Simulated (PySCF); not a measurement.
Constants of LiF, step by step

State: ¹Σ⁺, singlet, closed shell. De refers to Li + F. RHF-based CCSD(T) in PySCF 2.14 with Li aug-cc-pVTZ, F aug-cc-pVTZ and Li aug-cc-pVQZ, F aug-cc-pVQZ (frozen core orbitals: 2; no relativity). Correlation energies are extrapolated as n⁻³ (n = 3, 4), Hartree–Fock as (n+1)·exp(−9√n). CV is the change on freezing 0 orbitals instead, in Li cc-pCVTZ, F cc-pwCVTZ. SR is the spin-free X2C energy in Li cc-pVTZ-DK, F cc-pVTZ-DK less the non-relativistic one in Li cc-pVTZ, F cc-pVTZ.

| Level | Re (Å) | ωe (cm⁻¹) | ωexe (cm⁻¹) | αe (cm⁻¹) | De (eV) |
| --- | --- | --- | --- | --- | --- |
| CCSD(T)/TZ | 1.5909 | 884.0 | 7.74 | 0.0194 | 5.843 |
| CCSD(T)/QZ | 1.5818 | 894.6 | 8.00 | 0.0199 | 5.951 |
| HF/CBS | 1.5535 | 943.6 | 8.38 | 0.0201 | 3.932 |
| MP2/CBS | 1.5858 | 885.3 | 7.89 | 0.0198 | 6.307 |
| CCSD/CBS | 1.5753 | 907.4 | 8.04 | 0.0198 | 5.876 |
| CCSD(T)/CBS | 1.5803 | 896.7 | 8.02 | 0.0199 | 6.014 |
| CCSD(T)/CBS+CV | 1.5707 | 901.8 | 7.94 | 0.0200 | 6.040 |
| CCSD(T)/CBS+CV+SR | 1.5664 | 910.1 | 7.94 | 0.0199 | 6.032 |

Task: How much is left between CCSD(T)/QZ and the basis-set limit, and how much do the triples give at the limit?

Result: CCSD(T)/CBS less CCSD(T)/QZ: -1.5 mÅ in Re, +2.1 cm⁻¹ in ωe and +0.063 eV in De. CCSD(T)/CBS less CCSD/CBS: +5.0 mÅ in Re, -10.7 cm⁻¹ in ωe and +0.138 eV in De.

Task: What do the later terms add?

Result: CV: -9.6 mÅ in Re, +5.1 cm⁻¹ in ωe and +0.026 eV in De; SR: -4.3 mÅ in Re, +8.3 cm⁻¹ in ωe and -0.008 eV in De, each against the row above.

The T1 diagnostic is 0.016. The open-shell atoms are computed with UHF. Spin–orbit coupling, excitations beyond (T) and corrections to the Born–Oppenheimer picture are left out.

The whole job (state search and all basis sets along the bond) took about 4.9 min on 4 threads of Arm Neoverse V2 (shared host), peak memory 6 GiB.
